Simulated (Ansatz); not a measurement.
# SiH₃S− (SMILES [SiH3][S-]): one structure at several levels

An exercise on one series of results from a longer session: the logs are not shown, and one member is left open.

Method: single points in def2-TZVPPD; program: Ansatz 0.2.0, Gaussian basis.

Cores are frozen in the correlated methods. B3LYP uses VWN-RPA correlation.

### Starting geometry

5 atoms, charge -1, spin multiplicity 1.

Atoms are counted from 1 here; the program's logs count them from 0.

Bond lengths: Si1–S2 1.952 Å, Si1–H3 1.480 Å, Si1–H4 1.222 Å, Si1–H5 1.461 Å. Angles: S2–Si1–H3 110.7°, S2–Si1–H4 112.7°, S2–Si1–H5 114.3°, H3–Si1–H4 108.9°, H3–Si1–H5 109.0°, H4–Si1–H5 100.7°.

Coordinates:

```xyz
5
charge -1, multiplicity 1
Si   -0.03050    0.05400   -0.10600
S     1.86450   -0.33470    0.15260
H    -0.84600   -0.58690    0.94970
H    -0.44190   -0.30830   -1.19830
H    -0.35010    1.47930   -0.15440
```

Set-up of the first run:

Contents of run/in.yaml:

```yaml
crystal:
  periodic: [false, false, false]
  atoms:
    - {symbol: Si, position_ang: [-0.030500, 0.054000, -0.106000]}
    - {symbol: S, position_ang: [1.864500, -0.334700, 0.152600]}
    - {symbol: H, position_ang: [-0.846000, -0.586900, 0.949700]}
    - {symbol: H, position_ang: [-0.441900, -0.308300, -1.198300]}
    - {symbol: H, position_ang: [-0.350100, 1.479300, -0.154400]}
basis:
  gaussian: {orbitals: "def2-TZVPPD.json"}
total_charge: -1
correlation: {method: ccsd_t}
output: {forces: true}
```

The basis file named in the input lies beside it (Basis Set Exchange, JSON).

No record of the launch command was kept for these runs.

Among the steps run: CCSD(T)/def2-TZVPPD; PBE0-D4/def2-TZVPPD; wB97M-V/def2-TZVPPD; r2SCAN-D4/def2-TZVPPD; PBE-D4/def2-TZVPPD; r2SCAN0-D4/def2-TZVPPD; B3LYP-D4/def2-TZVPPD.

One of the session's tables, all rows but one given; the rest of the session is left out.

| method | RMS force component (eV/Å) | angle to CCSD(T) forces (°) |
| --- | --- | --- |
| CCSD(T) | 3.125 | reference |
| PBE0-D4 | 3.128 | 2.0 |
| wB97M-V | 3.071 | 1.2 |
| r2SCAN-D4 | 3.113 | 1.8 |
| PBE-D4 | 3.149 | 1.8 |
| r2SCAN0-D4 | ? | ? |
| B3LYP-D4 | 3.073 | 0.4 |

**Question.** Estimate the row for r2SCAN0-D4.

As computed: RMS force component (eV/Å): 3.099; angle to CCSD(T) forces (°): 2.4. In the column «RMS force component (eV/Å)» it lies between B3LYP-D4 (3.073) and r2SCAN-D4 (3.113).
